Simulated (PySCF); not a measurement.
# A diatomic session: OF−

One table from this session's results is given with a row withheld; the runs are named, their logs left out.

Program: PySCF 2.14.0. Level of theory: O aug-pcseg-1, F aug-pcseg-1, no relativity. These are calculated values, not measurements.

Set-up of the first run:

A driver script around PySCF takes these settings:

```json
{
  "atoms": "O, F",
  "charge": "-1",
  "basis": "O aug-pcseg-1, F aug-pcseg-1",
  "Hamiltonian": "no relativity",
  "basis functions": "46",
  "electrons treated": "18",
  "masses in u": "15.9949, 18.9984",
  "levels": "PBE0, PBE, r²SCAN, B2PLYP, M06, LDA, LC-ωPBE, HF, MP2, SCS-MP2, CCSD, CCSD(T)",
  "grid": "80 radial by 434 angular points",
  "occupations": "held fixed by the projection of orbital angular momentum",
  "dissociation limit": "O + F−, each in its ground configuration",
  "starting distance in angstrom": "1.315",
  "values of 2S to try": "0, 2"
}
```

Launch:

```
OMP_NUM_THREADS=1 python dia.py task.json out
```

Among the steps run: The job; First curve: PBE0; Higher solutions at PBE0; PBE (GGA); r²SCAN (meta-GGA); B2PLYP (double hybrid); M06; LDA; LC-ωPBE (range-separated hybrid); RHF (mean field); Correlated methods on the Hartree–Fock reference.

One table of the session follows, with a row left open; its other results are not shown here.

Energy (eV) from each level's lowest point:

```
R (Å)    RHF  RHF-MP2  RHF-SCS-MP2  RHF-CCSD  RHF-CCSD(T)
1.293  0.639    0.807        0.844       n/a          n/a
1.353  0.279    0.370        0.399     0.440        0.522
1.413  0.086    0.122        0.140     0.173        0.232
1.458  0.018    0.029        0.039     0.061        0.101
1.503  0.000    0.000        0.000     0.008        0.028
1.548      ?        ?            ?         ?            ?
1.608  0.083    0.110        0.087     0.044        0.017
1.683  0.205    0.290        0.251     0.162        0.099
1.774  0.381    0.566        0.509     0.359        0.256
1.894  0.631    0.978        0.898       n/a          n/a
```

Estimate the missing values for R (Å) = 1.548.

Worked estimate for «RHF». A straight line through the neighbours (1.503, 0.000) and (1.608, 0.083) gives 0.000 + (0.083 − 0.000) × (1.548 − 1.503) / (1.608 − 1.503) = 0.036; a parabola fitted to 4 rows on both sides gives 0.022.

As computed: RHF: 0.018; RHF-MP2: 0.021; RHF-SCS-MP2: 0.012; RHF-CCSD: 0.000; RHF-CCSD(T): 0.000. In «RHF» the line misses by +0.018 and the parabola by +0.004.

Limits of these values: Lowest PBE0 solution found, without spin–orbit coupling: ¹Σ⁺ (singlet), closed shell. Warnings in the runs' records: inverted.
